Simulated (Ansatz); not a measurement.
## Worked example: correlation energy of H3Ge–AsH2, triplet

Geometry: a PBE0/def2-TZVP stationary point for this spin, not checked as a minimum.

```yaml
atoms:
  - { symbol: Ge, position_ang: [0.0000, 0.0025, 1.2082] }
  - { symbol: As, position_ang: [0.0000, -0.0021, -1.2058] }
  - { symbol: H, position_ang: [0.0000, 1.4467, 1.7272] }
  - { symbol: H, position_ang: [-1.2505, -0.7364, 1.7116] }
  - { symbol: H, position_ang: [1.2505, -0.7364, 1.7116] }
  - { symbol: H, position_ang: [0.0000, 1.6712, -1.3440] }
  - { symbol: H, position_ang: [0.0000, -1.6715, -1.2506] }
```

Basis cc-pVDZ; Ansatz 0.2.0. Correlated methods freeze the noble-gas cores and the filled d shells of p-block atoms, which leaves 14 electrons in 51 orbitals. Prefix R: restricted or restricted open-shell reference; prefix U: unrestricted. No spin–orbit coupling is included, and no scalar relativity.

Full CI isn't at hand for all of this; UCCSDT(Q) serves as the reference, and is uncertain by about the last step of the cluster series.

Runs differ by some tens of microhartree through their thresholds and, for an open shell, their frozen cores, so steps under 0.03 kcal/mol mean nothing.

```json
{"level": "UHF", "total energy (hartree)": "-4312.307018"}
{"level": "UMP2", "total energy (hartree)": "-4312.505758"}
{"level": "UCCSD", "total energy (hartree)": "-4312.553427"}
{"level": "UCCSD(T)", "total energy (hartree)": "-4312.559895"}
{"level": "UCCSDT", "total energy (hartree)": "-4312.561241"}
{"level": "UCCSDT(Q)", "total energy (hartree)": "-4312.561534"}
```

What is the correlation energy at UCCSDT(Q), and what share of it do UMP2 and UCCSD(T) recover?

E(corr) = -4312.561534 − (-4312.307018) = -0.254516 hartree = -6.926 eV. UMP2: -0.198740 / -0.254516 = 78.09 %. UCCSD(T): -0.252877 / -0.254516 = 99.36 %.

By how many kcal/mol does UCCSD(T) miss UCCSDT(Q) (1 hartree = 627.509 kcal/mol), and which steps make up the rest?

-4312.559895 − (-4312.561534) = 0.001639 hartree = 1.03 kcal/mol. Steps: UCCSDT − UCCSD(T) = -0.84, UCCSDT(Q) − UCCSDT = -0.18 kcal/mol. Differences between like states or geometries often cancel part of this.
